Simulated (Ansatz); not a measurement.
## HBSi⁺, doublet: the ladder up to full CI

Geometry: that of the HBSi, singlet, kept fixed.

```xyz
3

Si    0.0000    0.0000    1.6588
B     0.0000    0.0000   -0.2364
H     0.0000    0.0000   -1.4224
```

Basis 6-31G; Ansatz 0.2.0. Only valence electrons are correlated (noble-gas cores frozen), which leaves 7 electrons in 18 orbitals. R marks a restricted (for open shells ROHF) determinant, U an unrestricted one. Active spaces: valence = (7e, 9o) chosen from the atoms' valence shells.

Full CI is exact within this basis and frozen core; it isn't the basis-set limit. The frozen core follows each run's orbitals, which can shift R against U totals by a few meV.

For open shells CISD and CISDTQ are restricted-active-space CI with the open shells as a complete middle space.

```
UHF ⟨S²⟩                          : 1.128
T1 diagnostic (RCCSD)             : 0.0154
largest doubles amplitude (RCCSD) : 0.100
```

```
   level  E − E(RHF) (eV)
    RMP2          -1.7269
   RCCSD          -2.4491
RCCSD(T)          -2.4982
```

(1) Estimate how far full CI in 6-31G lies from RCCSD(T). The table doesn't fix it; the size of (T) and the diagnostics are the guide.

(1) Full CI in 6-31G lies 2.3 kJ/mol below RCCSD(T), which is 49 % of the (T) step (-4.7 kJ/mol). The diagnostics give no warning, yet the rest is a sizeable part of (T).

The other levels:

```json
{"level": "CISD", "E − E(full CI) (kJ/mol)": "17.4", "share of correlation (%)": "92.83", "wall time": "0.48 s"}
{"level": "BCCD(T)", "E − E(full CI) (kJ/mol)": "2.4", "share of correlation (%)": "99.03", "wall time": "0.57 s"}
{"level": "RCCSDT", "E − E(full CI) (kJ/mol)": "0.4", "share of correlation (%)": "99.85", "wall time": "–"}
{"level": "CISDTQ", "E − E(full CI) (kJ/mol)": "0.5", "share of correlation (%)": "99.81", "wall time": "1.8 s"}
{"level": "RCCSDT(Q)", "E − E(full CI) (kJ/mol)": "0.1", "share of correlation (%)": "99.96", "wall time": "1.8 s"}
{"level": "RCCSDTQ", "E − E(full CI) (kJ/mol)": "0.0", "share of correlation (%)": "99.99", "wall time": "12 s"}
{"level": "CASSCF (valence space)", "E − E(full CI) (kJ/mol)": "49.9", "share of correlation (%)": "79.49", "wall time": "–"}
{"level": "NEVPT2 (valence space)", "E − E(full CI) (kJ/mol)": "14.2", "share of correlation (%)": "94.16", "wall time": "2.2 s"}
{"level": "MRCISD (valence space)", "E − E(full CI) (kJ/mol)": "1.0", "share of correlation (%)": "99.60", "wall time": "–"}
{"level": "MRCISD+Q (valence space)", "E − E(full CI) (kJ/mol)": "0.3", "share of correlation (%)": "99.87", "wall time": "3.2 s"}
```

The correlation energy at full CI, counted from RHF, is -2.522 eV. That run took 5.5 s on 1 thread of Arm Neoverse V2, shared host over 624,320 determinants.

Run but not shown, since their state or frozen core can't be matched to the reference's or they repeat it: UHF, UMP2, UCCSD, UCCSD(T), UCCSDT, UCCSDT(Q), UCCSDTQ.

Times hold each run's SCF and search for its determinant on a shared host, so for small cases they say little of a method's own cost; they ran on 1 thread of Arm Neoverse V2.

The full-CI state has the irrep B1 of C2v, in the program's axes (one component, if the state is degenerate).

Natural occupations of full CI about the gap: 1.968 1.957 1.898 0.987 0.062 0.038 0.035 0.019 0.018 0.005; effectively unpaired electrons, Σ n²(2−n)², 1.08.
